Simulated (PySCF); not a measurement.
AlCl₂NH₂, optimised at PBE0/def2-TZVP:

```xyz
6

N      0.2004    -0.0504    -0.1208
Al     0.3143     1.1263    -1.4075
Cl     2.1159     1.3972    -2.4173
Cl    -1.3513     2.2611    -1.9339
H     -0.6351    -0.2340     0.4095
H      0.9619    -0.6323     0.1867
```

Energies from PySCF (xtb for GFN2), thermal terms from the rigid-rotor harmonic-oscillator model, ideal gas at 1 bar. 6-31G* has spherical d functions here. All species are closed-shell singlets. B3LYP is the form with VWN-RPA correlation. AlCl₂NH₂: computed as isolated molecules; such fragments, hydroxides, amides, oligomers or adducts are transient or little studied in the gas.

List the harmonic frequencies (cm⁻¹, unscaled) at this level and at the other levels, each on its own geometry.


- PBE0/def2-TZVP: 149, 170, 223, 376, 390, 433, 577, 708, 873, 1560, 3617, 3711
- B3LYP/6-31G*: 150, 172, 213, 368, 378, 424, 572, 726, 867, 1601, 3578, 3670
- GFN2-xTB: 124, 140, 233, 307, 399, 433, 510, 644, 813, 1466, 3442, 3464
- HF/6-31G*: 161, 183, 235, 382, 446, 485, 598, 776, 905, 1742, 3794, 3886
- PBE/def2-SVP: 147, 168, 209, 355, 362, 422, 566, 680, 852, 1466, 3510, 3604
